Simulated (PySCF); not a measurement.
## A basis-limit estimate, worked out

An elementary step of CH4FS (charge -1), singlet ([CH₃F ([CH3][F]) + HS]⁻ → [CH₄S ([CH3][SH]) + F]⁻; bonds formed: C2–S3; bonds broken: F1–C2). “Start” is the structure reached by relaxing down from the saddle towards the reactants; PBE0-D4/def2-TZVPD structures. The saddle:

F1  (-2.083, -0.645, 0.740)
C2  (-0.313, -0.250, 0.148)
S3  (1.826, 0.193, -0.554)
H4  (-0.728, -0.012, -0.811)
H5  (-0.261, 0.490, 0.922)
H6  (-0.048, -1.267, 0.372)
H7  (1.608, 1.491, -0.818)
(Å)

Computed with PySCF 2.14 with density fitting (its default auxiliary sets; JK sets also for MP2 and CCSD(T)) (basis: def2-TZVPPD and def2-QZVPPD); correlated methods freeze the cores.

Energies in eV:

| quantity | saddle | start |
| --- | --- | --- |
| Hartree–Fock, triple zeta (X = 3) | -14617.82431 | -14619.35818 |
| Hartree–Fock, quadruple zeta (X = 4) | -14618.26394 | -14619.80582 |
| MP2 correlation, X = 3 | -17.85899 | -17.28762 |
| MP2 correlation, X = 4 | -19.24065 | -18.66888 |
| CCSD(T) correlation, X = 3 | -19.48858 | -18.93308 |

(1) Work out the barrier at the basis limit: extrapolate Hartree–Fock as E(X) = E∞ + A exp(−7.88 √X) and the MP2 correlation as E(X) = E∞ + B X^−2.97 (the exponents that Neese and Valeev fitted for def2-TZVPP and QZVPP, reused here for the diffuse sets), then add CCSD(T) − MP2 in triple zeta.

The T1 diagnostic stays at or below 0.020.

## Answers

(1) Each step is linear, so take the differences first (saddle − start): Hartree–Fock 1.53387 (X = 3) and 1.54188 (X = 4); MP2 correlation -0.57137 and -0.57177; CCSD(T) correlation -0.55550.
Two points give E∞ = E(4) + w [E(4) − E(3)], with w = 1/(exp(7.88 (2 − √3)) − 1) = 0.1377 for Hartree–Fock and w = 1/((4/3)^2.97 − 1) = 0.7407 for the correlation.
Hartree–Fock: 1.54188 + 0.1377 × 0.00801 = 1.5430 eV.
MP2 correlation: -0.57177 + 0.7407 × (-0.00040) = -0.5721 eV.
CCSD(T) − MP2: -0.55550 − (-0.57137) = 0.0159 eV.
Sum: 1.5430 + (-0.5721) + 0.0159 = 0.9868 eV, or 22.76 kcal/mol. Plain CCSD(T) in triple zeta gives 0.9784 eV, so the larger basis shifts the result by 0.0084 eV.

Labels in which every atom is bracketed show which atoms are joined, not bond orders.

For scale, one of the runs: CCSD(T)/def2-TZVPPD, 196 basis functions, launched by `OMP_NUM_THREADS=4 python run.py`. The run took 3.3 min on 4 CPU threads of a Oxide Virtual Turin-like (shared host), with 2.3 GiB of host memory at its peak.
